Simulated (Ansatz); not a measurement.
in.yaml

```yaml
crystal:
  periodic: [false, false, false]
  atoms:
    - {symbol: C, position_ang: [0.000000, 0.000000, 0.710681]}
    - {symbol: Li, position_ang: [0.000000, 0.000000, -1.629319]}
    - {symbol: H, position_ang: [0.000000, 0.876160, 1.375736]}
    - {symbol: H, position_ang: [0.000000, -0.876160, 1.375736]}
basis:
  gaussian: {orbitals: 6-31G}
magnetization: {spin_polarized: true, initial_magnetization: 1}
hamiltonian: {xc: {name: B2PLYP}}
correlation: {electrons: outside_noble_gas}
```

```sh
$ ansatz run in.yaml --threads 1 --pin off --events-out ev --progress --plain --max-ram 2393MiB
```

The program prints:

```
317 factors; integrals over basis functions are off by at most 2.8e-4 eV
mean field evaluation 1: about -1265.1277 eV, gradient 2.0e1 eV
mean field evaluation 2: about -1265.1288 eV, gradient 2.0e1 eV
mean field evaluation 4: about -1267.7392 eV, gradient 1.5e0 eV
mean field evaluation 8: about -1267.7606 eV, gradient 4.2e-2 eV
mean field evaluation 16: about -1267.7608 eV, gradient 2.7e-5 eV
mean field evaluation 32: about -1267.7603 eV, gradient 1.4e-1 eV
mean field -1267.76076262 eV, -46.5893487073 hartree, gradient 4.0e-6 eV, S^2 0.766872; 1 other end points of the search recorded, 0 dependent functions left out
2 core orbitals not correlated: weight in the atoms' cores, before any rotation towards them, 1.000 or more for the frozen orbitals, at most 0.000 for the correlated occupied ones
reference -1267.76089418 eV, -46.5893535418 hartree; 4, 3 occupied and 16, 17 virtual orbitals, 317 factors
second order -2.89165545 eV of doubles, -0.00000000 eV of singles
Total energy: -1268.54164115 eV, -46.6180454638 hartree
```

Ran on 1 thread of AMD EPYC 7B13, shared host: 0.88 s wall, 0.1 GiB peak host memory.
